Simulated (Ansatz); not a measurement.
# Relative stability

Two relaxed structures of CH₃OSi, doublet (PBE0-D4/def2-TZVP; forces vanish, vibrations not checked).

A:

O1  (-1.459, 0.190, -0.269)
C2  (-0.290, 0.113, -0.563)
Si3  (1.097, 0.219, 0.723)
H4  (2.329, -0.511, 0.325)
H5  (0.014, 0.007, -1.630)
H6  (0.645, -0.069, 2.106)
(Å)

B:

O1  (-1.109, -0.314, -0.129)
C2  (0.240, -0.087, -0.492)
Si3  (1.285, 0.814, 0.805)
H4  (-1.549, -0.775, -0.849)
H5  (0.328, 0.511, -1.420)
H6  (0.779, -1.029, -0.711)
(Å)

Ansatz 0.2.0; basis: def2-TZVPP; cores frozen in the correlated methods; orbitals are unrestricted. B3LYP uses VWN-RPA correlation.

Which structure is lower at CCSD(T), and by how much? (An estimate is asked for; the value comes from the calculation.)

Computed: A, by 61.9 kJ/mol (electronic energy, against the other). By their contacts, A is CH₃OSi ([O][CH][SiH2]) and B is CH₃OSi ([OH][CH2][Si]).

All methods give the same order:

```csv
method,E(B) − E(A) (kJ/mol)
PBE-D4,78.8
r2SCAN-D4,88.1
PBE0-D4,65.9
B3LYP-D4,74.3
wB97M-V,59.1
HF,70.1
MP2,51.7
CCSD,56.7
CCSD(T),61.9
```

No T1 diagnostic of these runs exceeds 0.030. ⟨S²⟩ of the unrestricted Hartree–Fock references: 0.78 to 0.84 (a pure state has 0.75). The unrestricted reference is spin-contaminated, which hurts MP2 most.

Labels in which every atom is bracketed show which atoms are joined, not bond orders.

For scale, one of the runs: CCSD(T)/def2-TZVPP, 146 basis functions, launched by `ansatz run in.yaml --threads 2 --pin off --events-out ev --progress --plain --max-ram 4352MiB`. Time: 18 s of wall clock on 2 CPU threads of an AMD EPYC 9R45; the host was shared. Peak host memory: 2 GiB.
